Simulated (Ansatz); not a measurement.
Consider the substitution at a C–O bond: `COC=N` + `OCF` → `N=COCF` + CH₃OH.

Computed with Ansatz on PBE0-D4/def2-TZVP structures; ΔE is electronic, products minus reactants. CCSD(T)/CBS adds triple-zeta CCSD(T) − MP2 to the extrapolated MP2 energy (def2 sets, frozen cores). This one scheme is used for every species. DFT in def2-TZVPP. Each species was taken in one conformer, which may not be the lowest.

```
          level  ΔE (kJ/mol)
      revPBE-D4         45.1
        BLYP-D4         46.0
        ωB97X-V         46.1
           BLYP         46.0
         r2SCAN         46.3
 MP2/def2-TZVPP         46.6
CCSD/def2-TZVPP         43.8
  HF/def2-QZVPP         43.7
```

Question: What does CCSD(T)/CBS give? (Best estimate.)

Answer: Ansatz gave: +44.5 kJ/mol. The listed levels differ from it by 0.6, 1.5, 1.6, 1.5, 1.8, 2.1, -0.7, -0.8 kJ/mol.

Largest T1 diagnostic among the species: 0.014.

At CCSD(T), def2-SVP lies +4.7 kJ/mol from the extrapolated value and def2-TZVPP −0.5 kJ/mol. Leaving LDA and LC-ωPBE aside and taking each functional with its dispersion term where it has one, the values, not all of them listed here, spread over 2.0 kJ/mol, from revPBE-D4 to CAM-B3LYP-D4. LDA lies +3.5 kJ/mol from PBE without D4.
